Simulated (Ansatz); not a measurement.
Reaction: C2H5NO (SMILES CC(N)=O) → C2H4NO (SMILES [CH2]C(N)=O, doublet) + H (doublet) (the C-H bond breaks)
Each species at its own B3LYP-D3(BJ)/def2-TZVP minimum (Ansatz, an electronic-structure program), one conformer.

Property: bond dissociation energy (electronic), in kcal/mol. Radicals and triplets start from unrestricted determinants; spin-orbit coupling is neglected. CBS(X,Y): correlation extrapolated as X^-3, Hartree-Fock from the larger set. A bracket is a step between two methods taken in the basis named. The functionals are non-relativistic, so their misses hold any scalar relativity. 'core' is core correlation in cc-pwCVTZ, 'X2C' scalar relativity in cc-pVTZ-DK, both at CCSD(T). Where a partner has so few electrons that a lower coupled-cluster level is exact, that level stands in. The UHF reference of C2H4NO ([CH2]C(N)=O, doublet) is spin-contaminated (<S^2> up to 0.05 over the pure value in the sets run).

CCSD(T)/CBS(cc-pVTZ,cc-pVQZ) + [CCSDT(Q) - CCSD(T)]/cc-pVDZ + core + X2C (Ansatz) gives 106.1 kcal/mol.

**Question.** What does PBE/def2-TZVPD (Ansatz) give here, and how do the other levels compare?

**Answer.** PBE gives 101.3 kcal/mol, 4.8 kcal/mol below it. Differences of the others: PBE0/def2-TZVPD (Ansatz) -4.4; wB97M-V/def2-TZVPD (Ansatz) -0.7; CCSD(T)/CBS(cc-pVTZ,cc-pVQZ) + core + X2C (Ansatz) 0.3 kcal/mol.
